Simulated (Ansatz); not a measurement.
# C5H6: small, medium and large basis sets

One table from this session's results is given with a row withheld; the runs are named, their logs left out.

Method: one geometry, several basis sets; program: Ansatz 0.2.0, Gaussian basis.

The runs, in order: PBE0-D4/def2-SVP; ωB97M-V/def2-SVP; PBE0-D4/def2-QZVPP; ωB97M-V/def2-QZVPP; the functionals' def2-TZVPP values are taken from earlier runs.

## The relaxed structure

An earlier PBE0-D4 in a triple-zeta def2 set relaxation fixed the geometry.

SMILES `C#CC1CC1`, 11 atoms, charge 0, spin multiplicity 1.

Atoms are counted from 1 here; the program's logs count them from 0.

Bond lengths: C1–C2 1.202 Å, C1–H6 1.064 Å, C2–C3 1.431 Å, C3–C4 1.509 Å, C3–C5 1.509 Å, C3–H7 1.085 Å, C4–C5 1.489 Å, C4–H8 1.083 Å, C4–H9 1.082 Å, C5–H10 1.083 Å, C5–H11 1.082 Å. Angles: C2–C1–H6 179.9°, C1–C2–C3 179.8°, C2–C3–C4 119.7°, C2–C3–C5 119.7°, C2–C3–H7 114.7°, C4–C3–C5 59.2°, C4–C3–H7 116.2°, C5–C3–H7 116.2°, C3–C4–C5 60.4°, C3–C4–H8 117.0°, C3–C4–H9 116.7°, C5–C4–H8 118.6°, C5–C4–H9 118.1°, H8–C4–H9 115.1°, C3–C5–C4 60.4°, C3–C5–H10 117.0°, C3–C5–H11 116.7°, C4–C5–H10 118.6° and more.

As a file:

| atom | x (Å) | y (Å) | z (Å) |
| --- | --- | --- | --- |
| C1 | -0.8801 | 2.3306 | 0.1924 |
| C2 | -0.2545 | 1.3078 | 0.2733 |
| C3 | 0.4867 | 0.0877 | 0.3657 |
| C4 | -0.2426 | -1.2329 | 0.3498 |
| C5 | 0.5709 | -0.8280 | -0.8303 |
| H6 | -1.4329 | 3.2368 | 0.1224 |
| H7 | 1.3703 | 0.1397 | 0.9927 |
| H8 | 0.1367 | -2.0125 | 0.9979 |
| H9 | -1.3203 | -1.1925 | 0.2630 |
| H10 | 1.5164 | -1.3258 | -1.0034 |
| H11 | 0.0493 | -0.5109 | -1.7235 |

Set-up of the first run:

Contents of in.yaml:

```yaml
crystal:
  periodic: [false, false, false]
  atoms:
    - {symbol: C, position_ang: [-0.880067, 2.330649, 0.192422]}
    - {symbol: C, position_ang: [-0.254472, 1.307763, 0.273296]}
    - {symbol: C, position_ang: [0.486731, 0.087717, 0.365745]}
    - {symbol: C, position_ang: [-0.242616, -1.232858, 0.349777]}
    - {symbol: C, position_ang: [0.570938, -0.827979, -0.830303]}
    - {symbol: H, position_ang: [-1.432924, 3.236849, 0.122372]}
    - {symbol: H, position_ang: [1.370264, 0.139691, 0.992707]}
    - {symbol: H, position_ang: [0.136694, -2.012499, 0.997923]}
    - {symbol: H, position_ang: [-1.320279, -1.192543, 0.263036]}
    - {symbol: H, position_ang: [1.516437, -1.325844, -1.003425]}
    - {symbol: H, position_ang: [0.049283, -0.510944, -1.723538]}
basis:
  gaussian: {orbitals: def2-SVP}
hamiltonian: {xc: pbe0, dispersion: d4}
output: {orbitals: {seedname: orbitals}}
```

Launch:

```
ansatz run in.yaml --threads 4 --pin off --events-out ev --progress --plain --max-ram 10444MiB
```

Steps of the session up to this table: PBE0-D4 in def2-SVP; ωB97M-V in def2-SVP; PBE0-D4 in def2-QZVPP; ωB97M-V in def2-QZVPP.

One of the session's tables, all rows but one given; the rest of the session is left out.

It belongs to the step «Density functionals: the series». 

```
functional       basis  HOMO (eV)  LUMO (eV)
   PBE0-D4    def2-SVP      -7.15       1.20
   PBE0-D4  def2-TZVPP      -7.20       0.90
   PBE0-D4  def2-QZVPP      -7.21       0.60
   ωB97M-V    def2-SVP          ?          ?
   ωB97M-V  def2-TZVPP      -9.40       2.70
   ωB97M-V  def2-QZVPP      -9.41       1.90
```

**Question.** Estimate the row for ωB97M-V, def2-SVP.

As computed: HOMO (eV): -9.35; LUMO (eV): 3.19. In the column «HOMO (eV)» it lies between ωB97M-V, def2-TZVPP (-9.40) and PBE0-D4, def2-QZVPP (-7.21).
